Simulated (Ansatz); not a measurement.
Ideal-gas functions of BH2O (`[BH]O`) radical at 400 K and 1 bar, from an Ansatz frequency run at PBE0-D4/def2-TZVP.

Molar mass 28.83 g/mol, point group Cs (symmetry number 1), electronic degeneracy 2, moments of inertia 1.431, 14.765, 16.196 u Å². Harmonic wavenumbers (cm⁻¹, unscaled): 754, 868, 1095, 1367, 2581, 3865.

Use S(trans) = R[1.5 ln M + 2.5 ln T − 1.1517]; rotational temperatures θ = 24.2544 K / I; S(rot) = R[ln(√π/σ · √(T³/θAθBθC)) + 1.5]; for each mode x = 1.438777 ν̃/T, S = R[x/(eˣ − 1) − ln(1 − e⁻ˣ)] and H = RT x/(eˣ − 1); 1 cm⁻¹ = 0.0119627 kJ/mol; R = 8.31446 J/(mol·K).

Task: By hand: the entropy, in J/(mol·K).

Result: Translation 156.9. Rotation: θ = 16.9493, 1.6427, 1.4976 K, giving 76.4. Vibration, mode by mode: 2.17, 1.57, 0.81, 0.36, 0.01, 0.00, in all 4.9. Electronic 5.8. Sum 244.0 J/(mol·K).

Task: By hand: H − E and G − E in kJ/mol, counted from the electronic energy.

Result: Zero-point energy ½ × 10530 × 0.0119627 = 63.0; thermal vibration 1.5; translation, rotation and pV give 4 RT = 13.3. H − E = 77.8 kJ/mol, and G − E = 77.8 − 400 × 244.0/1000 = -19.8 kJ/mol.

Vibration gives 2 % of the entropy.
